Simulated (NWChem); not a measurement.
**Correlation energy of HLi**

SMILES: [LiH]
```xyz
2

Li     0.0000     0.0000     0.3994
H      0.0000     0.0000    -1.1982
```
Charge 0, spin multiplicity 1.

All runs are NWChem calculations. The geometry was optimised at PBE0/def2-SVP, a minimum by its harmonic frequencies.

Basis set: 6-311G**. Each correlation energy counts from its own Hartree-Fock reference.

The correlated methods freeze no orbitals. The Pople sets run with spherical d functions. The structure started from a generated list of species. No row is a measurement; the coupled-cluster row has its own basis-set and correlation limits.

**Question.** One of these methods gave a correlation energy of -46.2 mHa. Which?
A) CR-CCSD(T)
B) SCS-MP2
C) MP2

**Answer.** A, CR-CCSD(T). The others give -36.0 (MP2), -42.9 (SCS-MP2).
